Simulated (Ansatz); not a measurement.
Relative stability

The two ends of one reaction step of SiNH5, closed shell (PBE0-D4/def2-TZVP).

A:

```json
{"atom": "Si1", "x (Å)": "-0.4914", "y (Å)": "-0.3290", "z (Å)": "0.2914"}
{"atom": "H2", "x (Å)": "-0.1114", "y (Å)": "-0.7406", "z (Å)": "1.6675"}
{"atom": "N3", "x (Å)": "0.7750", "y (Å)": "0.6512", "z (Å)": "-0.3365"}
{"atom": "H4", "x (Å)": "1.7285", "y (Å)": "0.3320", "z (Å)": "-0.2768"}
{"atom": "H5", "x (Å)": "-1.7312", "y (Å)": "0.4893", "z (Å)": "0.3168"}
{"atom": "H6", "x (Å)": "-0.7964", "y (Å)": "-1.5741", "z (Å)": "-0.4762"}
{"atom": "H7", "x (Å)": "0.6270", "y (Å)": "1.1715", "z (Å)": "-1.1862"}
```

B:

```xyz
7
angstrom
Si -0.6832 0.1254 -0.5175
H 0.8107 -1.0746 2.0900
N 0.2122 1.2145 -1.2582
H 1.1612 -0.4526 1.8679
H -1.6128 0.5866 0.5327
H -0.7509 -1.3483 -0.7283
H 0.8628 0.9492 -1.9866
```

Program: Ansatz 0.2.0. Basis: def2-TZVPP. Cores are frozen in the correlated methods. B3LYP uses VWN-RPA correlation.

**Question.** Which structure is lower at CCSD(T), and by how much? (To be estimated.)

**Answer.** The calculation gives: A, by 2.427 eV (electronic energy, against the other). By their contacts, A is SiNH₅ ([NH2][SiH3]) and B is a complex of SiNH₃ ([NH][SiH2]) + H₂.

All methods give the same order:

```csv
method,E(B) − E(A) (eV)
SPW92,2.576
PBE-D4,2.297
BLYP-D4,2.131
r2SCAN-D4,2.445
B97M-V,2.457
PBE0-D4,2.567
B3LYP-D4,2.384
r2SCAN0-D4,2.636
BHLYP-D4,2.675
CAM-B3LYP-D4,2.556
wB97X-V,2.603
wB97M-V,2.499
B2PLYP,2.392
PBE-QIDH,2.643
RPA on PBE,2.303
HF,2.849
MP2,2.409
CCSD,2.535
CCSD(T),2.427
```

T1 diagnostic: at most 0.018.

Labels in which every atom is bracketed show which atoms are joined, not bond orders.

For scale, one of the runs: CCSD(T)/def2-TZVPP, 143 basis functions, launched by `ansatz run in.yaml --threads 2 --pin off --events-out ev --progress --plain --max-ram 4352MiB`. Hardware: 2 CPU threads of an Intel Xeon Platinum 8375C, shared host. Wall time 11 s; peak host memory 0.8 GiB.
